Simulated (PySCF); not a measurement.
**A diatomic session: Na2+**

The task here is to estimate one member of a computed series from the others.

Program: PySCF 2.14.0. Level of theory: Na x2c-SVPall, spin-free X2C with a Gaussian nucleus. These are calculated values, not measurements.

The first run:

Settings of the job:

- atoms: Na, Na
- charge: 1
- basis: Na x2c-SVPall
- Hamiltonian: spin-free X2C with a Gaussian nucleus
- basis functions: 30
- electrons treated: 21
- masses in u: 22.9898, 22.9898
- levels: PBE0, PBE, r²SCAN, M06-L, B2PLYP, revPBE, ωB97X, HF, MP2, SCS-MP2, CCSD, CCSD(T)
- grid: 80 radial by 434 angular points
- occupations: held fixed by the projection of orbital angular momentum
- dissociation limit: Na+ + Na, each in its ground configuration
- starting distance in angstrom: 3.250
- values of 2S to try: 1, 3

Launch:

```bash
$ OMP_NUM_THREADS=1 python dia.py task.json out
```

Among the steps run: The job; The PBE0 curve of the state that the search chose; PBE; r²SCAN; M06-L; B2PLYP (double hybrid); revPBE (GGA); ωB97X; UHF (mean field); Adding correlation.

One table of the session follows, with a row left open; its other results are not shown here.

Energy (eV) from each level's lowest point:

| R (Å) | UHF | UHF-MP2 | UHF-SCS-MP2 | UHF-CCSD | UHF-CCSD(T) |
| --- | --- | --- | --- | --- | --- |
| 3.178 | 0.136 | 0.131 | 0.132 | n/a | n/a |
| 3.325 | 0.071 | 0.068 | 0.069 | 0.068 | 0.068 |
| 3.473 | 0.030 | 0.028 | 0.028 | 0.028 | 0.028 |
| 3.584 | ? | ? | ? | ? | ? |
| 3.695 | 0.002 | 0.001 | 0.002 | 0.001 | 0.001 |
| 3.806 | 0.000 | 0.000 | 0.000 | 0.000 | 0.000 |
| 3.954 | 0.007 | 0.008 | 0.008 | 0.008 | 0.008 |
| 4.138 | 0.027 | 0.029 | 0.029 | 0.030 | 0.030 |
| 4.360 | 0.065 | 0.069 | 0.069 | 0.069 | 0.069 |
| 4.656 | 0.131 | 0.136 | 0.136 | n/a | n/a |

Estimate the missing values for R (Å) = 3.584.

Worked estimate for «UHF». A straight line through the neighbours (3.473, 0.030) and (3.695, 0.002) gives 0.030 + (0.002 − 0.030) × (3.584 − 3.473) / (3.695 − 3.473) = 0.016; a parabola fitted to 4 rows on both sides gives 0.011.

The run gave: UHF: 0.012; UHF-MP2: 0.010; UHF-SCS-MP2: 0.010; UHF-CCSD: 0.010; UHF-CCSD(T): 0.010. In «UHF» the line misses by +0.004 and the parabola by -0.001.
